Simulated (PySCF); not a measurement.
F₃NS.
Cartesian coordinates in Å at the PBE0-D3(BJ)/def2-TZVP level; atoms count from 1:
```xyz
5
F3NS angstrom
N     -1.5359   -0.3478   -0.3031
S     -1.3641    0.3972   -1.4862
F     -0.2048    0.1241   -2.4858
F     -2.4464    0.4601   -2.6011
F     -1.1337    1.9355   -1.4818
```

Method used: PBE0-D3(BJ)/def2-TZVP geometry optimisation, gas phase (PySCF 2.14.0).

Masses are those of the commonest isotopes; rigid-rotor values at the optimised geometry. 

Question: What are A, B and C (cm⁻¹)?

Answer: Ia = 97.87, Ib = 109.07, Ic = 109.09 u·Å²; 505379 MHz·u·Å²/I gives 5164, 4634 and 4633 MHz, that is A = 0.17224, B = 0.15456, C = 0.15453 cm⁻¹.

Question: Classify the top.

Answer: A prolate symmetric top, as the point group C3v requires two equal moments; the computed ones differ by 0.02 % because the geometry is symmetric only within the optimiser's tolerance: κ = (2 × 4634 − 5164 − 4633)/(5164 − 4633) = -1.00.

Question: Where do the R-branch lines fall?

Answer: The dipole of 2.09 D lies along the symmetry axis, so ΔK = 0 and J+1 ← J falls at 2B(J+1) for every K: 9.27 GHz, 18.53 GHz, 27.80 GHz, 37.07 GHz, 46.33 GHz for J = 0 to 4.

Question: Estimate the classical rotational partition function at 10 K, 200 K and 500 K.

Answer: Point group C3v, symmetry number σ = 3; q = (√π/σ)·√((kT/h)³/(ABC)), k/h = 20836.6 MHz/K: 169 at 10 K, 15100 at 200 K, 59700 at 500 K.

Not checked by PBE0-D3(BJ)/def2-TZVP frequencies. Constants of a rigid frame at the computed geometry: no zero-point averaging, no centrifugal distortion.
